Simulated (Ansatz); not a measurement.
Cartesian coordinates (Å):
SMILES: C=C
```xyz
6

C     -0.6556    -0.0618    -0.0623
C      0.6556     0.0618     0.0621
H     -1.1392    -1.0327    -0.0556
H     -1.3008     0.8027    -0.1758
H      1.3008    -0.8027     0.1759
H      1.1392     1.0327     0.0557
```
Charge 0, spin multiplicity 1.

The numbers are results of Ansatz (an electronic-structure program) with frozen-core CCSD(T)/cc-pVTZ // PBE0-D3(BJ)/def2-TZVP, not measurements.

```
Item                          Result
----------------------  ------------
HF energy               -78.06402 Ha
MP2 correlation energy   -0.33514 Ha
```

Task: Estimate the CCSD correlation energy, the (T) correction, the total energy and the T1 diagnostic.

Result: 
```yaml
CCSD correlation energy: -0.35969 Ha
"(T) correction": -0.01488 Ha
CCSD(T) total energy: -78.43858 Ha
T1 diagnostic: 0.011
```
